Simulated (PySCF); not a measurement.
# Mayer bond orders and bond lengths

Compound: C₄H₇FS.
Atom-mapped SMILES: `[CH3:1][CH2:2][C@@H:3]([F:4])[CH:5]=[S:6]` (hydrogens: H7, H8, H9 on C1; H10, H11 on C2; H12 on C3; H13 on C5)

Structure used (GFN2-xTB), in Å, numbered top down from 1:
```xyz
13
C4H7FS angstrom
C     -1.7910    0.0696    0.0897
C     -0.4161   -0.4423   -0.3168
C      0.7045    0.3567    0.3646
F      0.6621    0.1338    1.7256
C      2.0509   -0.0178   -0.1499
S      2.5337    0.2348   -1.6665
H     -2.5646   -0.5440   -0.3641
H     -1.9047    0.0279    1.1701
H     -1.9299    1.0985   -0.2351
H     -0.2773   -0.3581   -1.3952
H     -0.3065   -1.4907   -0.0321
H      0.5260    1.4328    0.2253
H      2.7088   -0.5005    0.5666
```

Bond orders from the PBE0/pcSseg-1 density (PySCF). Geometry: GFN2-xTB, one conformer, isolated molecule.

Question: How far do the computed orders between heavy atoms stray from the drawn ones?

Answer: The largest departure is 0.142, at C3–F4 (drawn single, 0.858). Drawn single, order below 0.88: C3–F4 (0.858).

Question: Set the Mayer orders of the bonds beside their lengths.

Answer: 
```
  bond  drawn as  length (Å)  Mayer order
 C1–C2    single       1.522        1.060
 C2–C3    single       1.536        0.990
 C3–F4    single       1.380        0.858
 C3–C5    single       1.489        0.968
 C5–S6    double       1.611        1.921
 C1–H7    single       1.087        0.965
 C1–H8    single       1.087        0.961
 C1–H9    single       1.088        0.967
C2–H10    single       1.091        0.933
C2–H11    single       1.092        0.941
C3–H12    single       1.100        0.927
C5–H13    single       1.086        0.925
```

Bonds between the same two heavy elements. C–C: lowest C3–C5 (0.968, 1.489 Å), highest C1–C2 (1.060, 1.522 Å); in 2 of the 3 pairs the longer bond (by over 0.003 Å) has the higher order (by 0.02 or more).

Question: Sum the orders of all bonds at each heavy atom with more than one neighbour and set the sums beside the valence in the SMILES.

Answer: C1 3.953 (drawn 4), C2 3.924 (drawn 4), C3 3.743 (drawn 4), C5 3.814 (drawn 4). Orders between atoms that aren't bonded are not in these sums.

The Mayer order sums products of elements of PS (density times overlap matrix) between the two atoms' basis functions, so it depends on the basis set.
